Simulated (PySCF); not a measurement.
A side-by-side comparison of computed properties.

First species: benzene, C6H6.
InChI=1S/C6H6/c1-2-4-6-5-3-1/h1-6H

Second species: ethoxyacetonitrile, C₄H₇NO.
Numbering: `[CH3:1][CH2:2][O:3][CH2:4][C:5]#[N:6]` (hydrogens: H7, H8, H9 on C1; H10, H11 on C2; H12, H13 on C4)

Levels: PBE0/def2-SVPD for dipole moment, HOMO energy, LUMO energy, HOMO–LUMO gap, static isotropic polarisability and electronic spatial extent ⟨r²⟩ about the centre of nuclear charge; TDDFT PBE0/def2-SVPD for lowest singlet excitation; TDA PBE0/def2-SVPD for lowest triplet excitation (Tamm–Dancoff); GFN2-xTB for rotational constant A and rotational constant C. Geometries: GFN2-xTB. Each species is one conformer at its optimised geometry, gas phase, non-relativistic unless stated. Electronic properties by PySCF.

Dipoles, sizes and rotational constants follow the conformer. The torsions of the flexible species, by atom-mapped SMILES:
- `[CH3:1][CH2:2][O:3][CH2:4][C:5]#[N:6]`: C1–C2–O3–C4 -69°, C2–O3–C4–C5 -59°

Q: Which has the higher T1 energy?

A: The second: 6.32 eV against 4.19 eV, a difference of 2.13 eV.

Q: Which has the higher static isotropic polarisability?

A: The first: 65.7 au against 56.3 au, a difference of 9.4 au.

Q: Which of the two has the higher LUMO energy, and by how much?

A: The second: 0.02 eV against -0.20 eV, a difference of 0.22 eV.

Q: Which has the higher HOMO energy?

A: The first: -7.36 eV against -8.34 eV, a difference of 0.98 eV.

Q: Which has the higher rotational constant C?

A: The first: 2.892 GHz against 1.983 GHz, a difference of 0.909 GHz.

Q: Which has the higher dipole moment?

A: The second: 3.18 D against 0.00 D, a difference of 3.18 D.

Q: Which of the two has the higher HOMO–LUMO gap, and by how much?

A: The second: 8.36 eV against 7.16 eV, a difference of 1.20 eV.

Q: Which of the two has the higher S1 energy, and by how much?

A: The second: 6.83 eV against 5.59 eV, a difference of 1.24 eV.

On the first: S1 lies 1.57 eV below the HOMO–LUMO gap. The principal polarisabilities are 41.6, 77.8 and 77.8 au; their mean is the isotropic value.

On the second: The principal polarisabilities are 48.7, 54.4 and 65.7 au; their mean is the isotropic value. The polarisability is 8.34 Å³ as a volume (1 au = 0.148185 Å³), or 1.22 au for each of the 46 electrons.
